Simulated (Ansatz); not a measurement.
We consider rutile MnF2, described by rVV10 in Ansatz (plane waves, PAW).

Numerical settings: plane-wave cutoff 520 eV, 8×8×10 k mesh (along the axes of the cell as run), Fermi–Dirac smearing 0.01 eV, spin-polarised with opposed moments, scalar-relativistic PAW data made under PBE.

Shape and atoms are relaxed at each volume.

Pressure at four volumes; x = ln(V/13.293 Å³). One pressure is withheld.

```json
[
 {"V (Å³/atom)": "12.762", "x": "-0.0408", "P (GPa)": "?"},
 {"V (Å³/atom)": "13.027", "x": "-0.0202", "P (GPa)": "1.92"},
 {"V (Å³/atom)": "13.293", "x": "0.0000", "P (GPa)": "-0.01"},
 {"V (Å³/atom)": "13.825", "x": "0.0392", "P (GPa)": "-3.27"}
]
```

### Question
Pass a parabola P(x) through the three rows shown, estimate the bulk modulus and its pressure derivative near zero pressure, and predict the withheld pressure.

### Answer
Slopes between the rows: (-0.01 − (1.92))/(0.0000 − (-0.0202)) = -95.54 and (-3.27 − (-0.01))/(0.0392 − (0.0000)) = -83.16 GPa. Their difference over the span 0.0594 is c = 12.38/0.0594 = 208.4 GPa, so P(x) = 1.92 + (-95.54)(x − (-0.0202)) + 208.4 (x − (-0.0202))(x − (0.0000)). At the middle row B = −dP/dx = −[-95.54 + 208.4 × 0.0202] = 91.3 GPa, and B′ = dB/dP = 2c/B = 4.6. At x = -0.0408 the parabola gives 4.06 GPa; the run gives 4.08 GPa. The Birch–Murnaghan fit to the energies at all volumes has B0 = 91.3 GPa and B′ = 4.6.

Note: without U or exact exchange, gaps and moments of open d shells tend to come out too small; the bulk modulus comes from volumes at which shape and atoms were relaxed.

Ansatz is a first-principles code.
